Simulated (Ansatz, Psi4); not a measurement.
**Worked example: the enthalpy of formation of C2H6O (ethanol)**

The species is C2H6O (9 atoms), meant as a singlet with charge 0. As SMILES, `CCO`. The shape was relaxed beforehand at PBE0/def2-TZVP. This is one conformer, not always the lowest.

Total energies at CCSD(T)/CBS estimate, 3 core orbitals frozen (Psi4 1.11); the atoms run unrestricted:

```tsv
species	state	energy (Eh)
C2H6O	singlet	-154.881353
C	triplet	-37.791683
O	triplet	-75.005660
H	doublet	-0.500000
```

Harmonic wavenumbers at PBE0-D4/def2-TZVP, in cm⁻¹: 266, 287, 425, 804, 900, 1066, 1102, 1147, 1281, 1372, 1395, 1421, 1480, 1485, 1512, 3003, 3041, 3090, 3116, 3132, 3858.

Measured heats of formation of the gaseous atoms at 298.15 K, in kJ/mol: C 716.9, O 249.2, H 218.0. Spin-orbit lowering of the atoms at 298 K (mean of the ground term's levels less their thermal mean, from spectra), in kJ/mol: C 0.02, O 0.40. Take 1 Eh = 2625.50 kJ/mol, 1 cm⁻¹ = 0.0119627 kJ/mol, RT = 2.479 kJ/mol.

Task: Work out the heat of formation of the gas at 298 K.

Result: 
1. Electronic atomisation energy: 2 × (-37.791683) + (-75.005660) + 6 × (-0.500000) − (-154.881353) = 1.292327 Eh = 3393.0 kJ/mol.
2. Zero-point energy: half the sum of the wavenumbers, 17591.5 cm⁻¹ = 210.4 kJ/mol.
3. Thermal vibrational enthalpy, Σ hcν̃/(exp(hcν̃/kT) − 1): 3.8 kJ/mol. Translation, rotation and pV of a non-linear molecule: 4 RT = 9.9 kJ/mol.
4. The 9 free atoms carry 5/2 RT each: 55.8 kJ/mol.
5. Spin-orbit coupling lowers the free atoms by 2 × 0.02 + 0.40 = 0.4 kJ/mol.
6. Atomisation enthalpy at 298 K: 3393.0 − 0.4 − 210.4 − 3.8 − 9.9 + 55.8 = 3224.3 kJ/mol.
7. Sum of the atoms' heats of formation: 2991.0 kJ/mol. Heat of formation: 2991.0 − 3224.3 = -233.3 kJ/mol.

The tabulated value is -234.6 kJ/mol (Active Thermochemical Tables), so this level is off by +1.3 kJ/mol, or 0.0 % of the atomisation enthalpy that the table implies (3225.5 kJ/mol). Anharmonicity and any spin-orbit splitting of the molecule are left out, and so is core correlation.
